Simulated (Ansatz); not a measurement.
# SiC+ (doublet): from Hartree-Fock to the top rungs, cc-pVDZ

Aim: climb from Hartree-Fock through coupled cluster and multireference methods for SiC+ (doublet) at one geometry and basis, and see what each rung misses.

Method: cc-pVDZ, core rule «outside noble gas», up to 6 orbitals frozen; program: Ansatz 0.2.0, Gaussian basis.

Plan: UHF; CCSD(T) on ROHF; CCSD(T) on UHF; BCCD(T) on ROHF; CISD; CCSDT(Q) on ROHF; CCSDT(Q) on UHF; CCSDTQ on ROHF; CCSDTQ on UHF; CASSCF and MRCISD+Q, 7 electrons in 8 orbitals; CASSCF and NEVPT2, 7 electrons in 8 orbitals; Full CI; Full CI in the symmetry of the determinant.

6 further runs of the same task are left out: 6 set aside as unsound or not needed.

## (1) What is computed

The geometry is a PBE0/def2-TZVP stationary point (not a proven minimum) of the parent state, kept for this charge and spin.

2 atoms, charge 1, spin multiplicity 2.

Atoms are counted from 1 here; the program's logs count them from 0.

Bond lengths: Si1–C2 1.710 Å.

## (2) UHF

Input file in.yaml:

```yaml
crystal:
  periodic: [false, false, false]
  atoms:
    - {symbol: Si, position_ang: [0.000000, 0.000000, 0.000000]}
    - {symbol: C, position_ang: [0.000000, 0.000000, 1.709998]}
basis:
  gaussian: {orbitals: cc-pVDZ}
total_charge: 1
magnetization: {spin_polarized: true, initial_magnetization: 1}
hamiltonian: {xc: hf}
output: {orbitals: {seedname: orbitals}}
```

Launch:

```sh
> ansatz run in.yaml --threads 1 --pin off --events-out ev --progress --plain --max-ram 4096MiB --backend cpu
```

After this run come: CCSD(T) on ROHF; CCSD(T) on UHF; BCCD(T) on ROHF; CISD; CCSDT(Q) on ROHF; CCSDT(Q) on UHF; CCSDTQ on ROHF; CCSDTQ on UHF; CASSCF and MRCISD+Q, 7 electrons in 8 orbitals; CASSCF and NEVPT2, 7 electrons in 8 orbitals; Full CI; Full CI in the symmetry of the determinant.

Before running them: what should the planned runs give, taken together? Wanted: FCI below the RHF energy; RMP2 from FCI; RCCSD from FCI; RCCSD(T) from FCI; RCCSDT(Q) from FCI; NEVPT2 valence from FCI; MRCISD+Q valence from FCI; T1 diagnostic; effectively unpaired electrons.

The runs gave:

| quantity | value |
| --- | --- |
| FCI below the RHF energy | -5.4790 eV |
| RMP2 from FCI | +38.65 kcal/mol |
| RCCSD from FCI | +12.13 kcal/mol |
| RCCSD(T) from FCI | +2.15 kcal/mol |
| RCCSDT(Q) from FCI | -0.01 kcal/mol |
| NEVPT2 valence from FCI | +12.65 kcal/mol |
| MRCISD+Q valence from FCI | +0.64 kcal/mol |
| levels within 1 kcal/mol (43 meV) | RCCSDT(Q), RCCSDTQ, MRCISD+Q valence |
| T1 diagnostic | 0.083 |
| effectively unpaired electrons | 1.67 |

**Reading.** RCCSD(T) lands +2.15 kcal/mol from the yardstick (1.7 % of the correlation energy). The occupations show some static correlation. Of the multireference levels listed MRCISD+Q valence comes nearest in total energy (+0.64 kcal/mol), which doesn't show that its space is the better one. Coupled cluster took another determinant than the lowest Hartree-Fock one. These misses are within one basis, not against nature.
